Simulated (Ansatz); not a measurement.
## Ansatz (development build ahead of 0.2.0) run

```yaml
crystal:
  periodic: [false, false, false]
  atoms:
    - { symbol: Al, position_ang: [0.0, 0.0, 0.0] }
    - { symbol: H, position_ang: [0.0, 2.3298, 1.7877] }
    - { symbol: Si, position_ang: [0.0, -3.556, 2.7286] }
basis:
  gaussian: { orbitals: pcseg-2 }
magnetization:
  spin_polarized: true
hamiltonian:
  xc: pbe0
```

The input is written out in the form of the current development build from the run's settings.

Results

| Quantity | Value |
| --- | --- |
| Converged | yes |
| Total energy | -532.03250 hartree |
| Spin squared of the determinant | 1.188 |
| Stability test | minimum |

Caution: charge can spread falsely over distant fragments; the unrestricted determinant is a mixture of spin states.
